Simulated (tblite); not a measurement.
C5H4S.
Cartesian coordinates in Å at the GFN2-xTB level; atoms count from 1:
```xyz
10
C5H4S angstrom
C      2.597    0.254   -0.069
C      1.347    0.010    0.255
C      0.162   -0.234    0.575
C     -1.111   -0.473    0.886
C     -2.188    0.160    0.221
S     -3.758   -0.121    0.588
H      3.413   -0.232    0.441
H      2.846    0.949   -0.854
H     -1.353   -1.173    1.676
H     -1.947    0.864   -0.570
```

Calculated harmonic vibrations of the isolated species, GFN2-xTB (tblite), most abundant isotopes, no scaling. This tight-binding method is rough: wavenumbers can miss measured ones by several per cent, in bad cases by 10 to 20. One conformer, not necessarily the lowest.

Harmonic wavenumbers (cm⁻¹): 82.1, 89.4, 228.4, 251.9, 304.6, 434.3, 445.9, 480.2, 792.6, 834.8, 866.2, 928.0, 971.0, 1021.3, 1185.8, 1201.2, 1319.0, 1377.3, 1647.1, 2163.8, 2985.9, 3044.1, 3079.6, 3095.5.

A = 32920, B = 943.1, C = 916.8 MHz; mass 96.003 u (most abundant isotopes); point group Cs, symmetry number 1.

Problem. What is the zero-point energy?

Solution. Half the sum of the wavenumbers: 14415 cm⁻¹ = 41.21 kcal/mol.

Problem. What is S at 400 K and 1 bar for an ideal gas of classical rigid rotors and harmonic oscillators?

Solution. Translation 41.08, rotation 27.70, vibration 21.54: S = 90.3 cal/(mol K).

Problem. And Cp and H(400 K) − H(0)?

Solution. Cp = 29.57 cal/(mol K), of which vibrations give 21.62 (their classical limit is 24 R = 47.7); H(400 K) − H(0) = 7.73 kcal/mol without the zero-point energy, 4.55 from vibrations.

Problem. How do the functions run with temperature in this model?

Solution. 
| T (K) | S (cal/(mol K)) | Cp (cal/(mol K)) | H − H(0) (kcal/mol) | G − H(0) (kcal/mol) | ln q(vib) |
| --- | --- | --- | --- | --- | --- |
| 50 | 53.6 | 10.6 | 0.44 | -2.23 | 0.18 |
| 100 | 61.9 | 13.9 | 1.06 | -5.14 | 0.77 |
| 298.15 | 82.3 | 24.9 | 4.95 | -19.60 | 3.63 |
| 373.15 | 88.3 | 28.4 | 6.95 | -26.00 | 4.72 |
| 500 | 97.3 | 33.3 | 10.88 | -37.79 | 6.52 |
| 750 | 112.2 | 39.9 | 20.10 | -64.05 | 9.84 |
| 1000 | 124.3 | 44.2 | 30.65 | -93.66 | 12.85 |

q(vib) and H(0) count from the zero-point level.

Problem. Which modes carry the vibrational entropy at 400 K?

Solution. 82.1 cm⁻¹: 4.42; 89.4 cm⁻¹: 4.25; 228.4 cm⁻¹: 2.43; 251.9 cm⁻¹: 2.25; 304.6 cm⁻¹: 1.90; 434.3 cm⁻¹: 1.29 cal/(mol K); the other 18 give 4.99 together.

Hindered rotation and anharmonicity are outside this model. Other conformers, if any are populated, would add a mixing term that is left out.
